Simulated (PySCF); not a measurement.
**SiP⁺, singlet in 6-31G: errors against full CI**

Geometry: a point of a stretch scan, not a stationary point.

| atom | x (Å) | y (Å) | z (Å) |
| --- | --- | --- | --- |
| Si | 0.0000 | 0.0000 | 0.0000 |
| P | 0.0000 | 0.0000 | 2.3990 |

Basis 6-31G; PySCF 2.14.0. Only valence electrons are correlated (noble-gas cores frozen), which leaves 8 electrons in 16 orbitals. R marks a restricted (for open shells ROHF) determinant.

Full CI is exact within this basis and frozen core; it isn't the basis-set limit.

The determinant fills πx and πy unequally, so it is a mixture of Σ and Δ, which weighs on every level built on one determinant.

```
UHF ⟨S²⟩                          : 1.053
T1 diagnostic (ROHF- or RHF-based CCSD)             : 0.0524
largest doubles amplitude (ROHF- or RHF-based CCSD) : 0.153
```

Problem. From what is known of these methods and the diagnostics, rank them by the size of their error in total energy against full CI in 6-31G, smallest first (an estimate: the text doesn't fix the numbers).
A. RHF
B. RCCSD
C. RCCSDT(Q)
D. RCCSDT
E. RMP2

Solution. C (1.2 kJ/mol), D (6.1 kJ/mol), B (27.4 kJ/mol), E (98.3 kJ/mol), A (309.8 kJ/mol).

All errors are against full CI in 6-31G. With T1 at 0.052 and a doubles amplitude of 0.15 one determinant is a poor start. Within each family the higher level lies nearer, as is usual though not guaranteed.

The full-CI state has the irrep A1 of C2v, in the program's axes (one component, if the state is degenerate).

Its occupations show that no single determinant describes this state well.

Natural occupations of full CI about the gap: 1.975 1.944 1.906 0.977 0.937 0.082 0.080 0.071 0.007 0.005; effectively unpaired electrons, Σ n²(2−n)², 2.11.
